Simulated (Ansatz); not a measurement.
**C₅H₁₀O₂: how energies converge with the basis set**

The task here is to estimate one member of a computed series from the others.

Program: Ansatz 0.2.0, Gaussian basis. Level of theory: one geometry, several basis sets. These are calculated values, not measurements.

Plan: PBE0-D4/def2-SVP; ωB97M-V/def2-SVP; PBE0-D4/def2-QZVPP; ωB97M-V/def2-QZVPP; the functionals' def2-TZVPP values are taken from earlier runs.

**The relaxed structure**

An earlier PBE0-D4 in a triple-zeta def2 set relaxation fixed the geometry.

SMILES `CC1CCOCO1`, 17 atoms, charge 0, spin multiplicity 1.

Atoms are counted from 1 here; the program's logs count them from 0.

Bond lengths: C1–C2 1.520 Å, C1–H8 1.091 Å, C1–H9 1.092 Å, C1–H10 1.093 Å, C2–C3 1.527 Å, C2–O7 1.426 Å, C2–H11 1.093 Å, C3–C4 1.517 Å, C3–H12 1.093 Å, C3–H13 1.094 Å, C4–O5 1.413 Å, C4–H14 1.101 Å, C4–H15 1.091 Å, O5–C6 1.395 Å, C6–O7 1.394 Å, C6–H16 1.104 Å, C6–H17 1.090 Å. Angles: C2–C1–H8 110.0°, C2–C1–H9 112.9°, C2–C1–H10 109.8°, H8–C1–H9 108.2°, H8–C1–H10 108.3°, H9–C1–H10 107.6°, C1–C2–C3 113.8°, C1–C2–O7 112.1°, C1–C2–H11 108.1°, C3–C2–O7 109.4°, C3–C2–H11 109.0°, O7–C2–H11 104.0°, C2–C3–C4 110.5°, C2–C3–H12 108.8°, C2–C3–H13 110.4°, C4–C3–H12 108.5°, C4–C3–H13 110.6°, H12–C3–H13 108.0° and more.

Set-up of the first run:

File in.yaml:

```yaml
crystal:
  periodic: [false, false, false]
  atoms:
    - {symbol: C, position_ang: [0.210668, -1.632854, -0.724294]}
    - {symbol: C, position_ang: [0.886813, -0.297255, -0.462855]}
    - {symbol: C, position_ang: [0.070822, 0.907211, -0.926598]}
    - {symbol: C, position_ang: [-1.043321, 1.204179, 0.059558]}
    - {symbol: O, position_ang: [-0.515412, 1.328174, 1.364576]}
    - {symbol: C, position_ang: [0.148025, 0.156896, 1.730060]}
    - {symbol: O, position_ang: [1.237066, -0.132750, 0.909828]}
    - {symbol: H, position_ang: [0.810252, -2.442442, -0.304434]}
    - {symbol: H, position_ang: [-0.791438, -1.692996, -0.295704]}
    - {symbol: H, position_ang: [0.119149, -1.796030, -1.800783]}
    - {symbol: H, position_ang: [1.848304, -0.296597, -0.982783]}
    - {symbol: H, position_ang: [0.727825, 1.779141, -0.980303]}
    - {symbol: H, position_ang: [-0.337398, 0.729875, -1.925737]}
    - {symbol: H, position_ang: [-1.807027, 0.411263, 0.045431]}
    - {symbol: H, position_ang: [-1.538990, 2.147884, -0.172452]}
    - {symbol: H, position_ang: [-0.569435, -0.682039, 1.732760]}
    - {symbol: H, position_ang: [0.544075, 0.308319, 2.733749]}
basis:
  gaussian: {orbitals: def2-SVP}
hamiltonian: {xc: pbe0, dispersion: d4}
output: {orbitals: {seedname: orbitals}}
```

Command:

```console
$ ansatz run in.yaml --threads 2 --pin off --events-out ev --progress --plain --max-ram 32768MiB --backend cpu
```

Among the steps run: PBE0-D4 in def2-SVP; ωB97M-V in def2-SVP; PBE0-D4 in def2-QZVPP; ωB97M-V in def2-QZVPP.

One of the session's tables, all rows but one given; the rest of the session is left out.

It belongs to the step «Density functionals: the series». 

| functional | basis | HOMO (eV) | LUMO (eV) |
| --- | --- | --- | --- |
| PBE0-D4 | def2-SVP | ? | ? |
| PBE0-D4 | def2-TZVPP | -7.57 | 1.15 |
| PBE0-D4 | def2-QZVPP | -7.60 | 0.66 |
| ωB97M-V | def2-SVP | -9.86 | 3.32 |
| ωB97M-V | def2-TZVPP | -9.97 | 2.59 |
| ωB97M-V | def2-QZVPP | -10.00 | 1.78 |

**Question.** Estimate the row for PBE0-D4, def2-SVP.

**Answer.** HOMO (eV): -7.47; LUMO (eV): 1.67. In the column «HOMO (eV)» it is the highest.
